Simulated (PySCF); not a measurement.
An unknown is described by computed data only.

Formula: C2HF3O.

* 13C NMR: chemical shifts (computed TMS as zero) by class: 195.2 (1 C), 125.1 (1 C) ppm [GIAO CAM-B3LYP/pcSseg-2]
* Valence photoelectron: vertical ionisation energy: 11.48 eV [ΔSCF PBE0/def2-SVPD]
* Triplet: lowest triplet excitation (Tamm–Dancoff): 3.42 eV [TDA PBE0/def2-SVPD]
* Rotational structure: rotational constants A, B, C: 5.518, 3.011, 2.957 GHz [PBE0-D3(BJ)/def2-SVP]
* Dipole: 1.76 D [PBE0/def2-SVPD]
* 1H NMR: chemical shifts (computed TMS as zero) by class: 9.40 (1 H) ppm [GIAO CAM-B3LYP/pcSseg-2]

Gas-phase values; electronic properties from PySCF, density fitting. Levels stand in brackets. Geometry: PBE0-D3(BJ)/def2-SVP; no solvent, vibrations or thermal averaging. NMR values are class means; diastereotopic atoms form classes of their own.

Question: What is the compound? Reason from the data.

Answer: Numbering: `[O:1]=[CH:2][C:3]([F:4])([F:5])[F:6]`. Its formula, C2HF3O, gives 1 degree of unsaturation: 0 rings and 1 π bond in the structure found. 2 carbons fall into 2 classes; from least to most shielded: aldehyde carbon [C2] (195.2 ppm), CF3 carbon [C3] (125.1 ppm). The one hydrogen (9.40 ppm): formyl hydrogen. The first electron is taken from the HOMO, whose largest Löwdin shares are 0.58 on the aldehyde oxygen, 0.16 on the aldehyde carbon, 0.09 on the CF3 carbon and 0.08 on the formyl hydrogen. By its constants the optimised geometry is a nearly prolate symmetric top. Structure: trifluoroacetaldehyde (`C(F)(F)(F)C=O`). Computed isomers that give other values at the same levels: `F[C@@H]1OC1(F)F` (rotational constant A: 6.754 GHz; this holds for the one conformer computed). The assignments are read from this structure; whether some other isomer fits the data as well wasn't checked.

Shape of the structure used: `[O:1]=[CH:2][C:3]([F:4])([F:5])[F:6]`: O1–C2–C3–F4 127°.
